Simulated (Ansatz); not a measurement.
A calculation on hcp Sc returned lattice constant a 3.346 Å, lattice parameter c 5.195 Å.

For reference: lattice constant a 3.309 Å (measured, 293 K, no zero-point or thermal correction; as tabulated in Wikipedia's data pages); lattice parameter c 5.268 Å (measured, 293 K, not corrected to a static lattice; as tabulated in Wikipedia's data pages).

Task: Which level of theory produced these numbers?
(A) PBE (Ansatz, a program for electronic structure)
(B) rVV10 (Ansatz)
(C) PBE0 (Ansatz)
(D) PBE-D4 (Ansatz)

Result: C, PBE0 (Ansatz)

The others give: PBE-D4 3.285 Å, 5.126 Å; rVV10 3.303 Å, 5.160 Å; PBE 3.320 Å, 5.165 Å.

Unless a cell is named, each level is at its own relaxed cell (PBE 24.65, PBE-D4 23.96, PBE0 25.19, rVV10 24.38 Å³/atom).

Ansatz's density-functional and Hartree–Fock values are scalar-relativistic unless marked +SOC, with PAW data made under PBE.
